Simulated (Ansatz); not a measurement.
Results of r²SCAN in Ansatz (plane waves, PAW) for rock-salt SnTe (cubic form, which distorts at low temperature).

The same calculation (at the measured cell, 31.495 Å³/atom) with different numerical settings:

```csv
run,k mesh,gap on the mesh (eV),total energy (eV/atom)
1,4×4×4,0.056,-6516.9793
2,6×6×6,0.054,-6516.9872
3,8×8×8,0.055,-6516.9890
4,12×12×12,0.054,-6516.9912
5,16×16×16,0.054,-6516.9916
6,20×20×20,0.054,-6516.9917
```

In the column total energy (eV/atom) the first row differs from the last by +0.0124 and the next to last by +0.0001.

The last row is no converged limit: other settings stay fixed.

Spin–orbit coupling is not included.

Note: symmetry holds this phase in the static calculation, where it need not be a minimum.

Ansatz is an electronic-structure program.
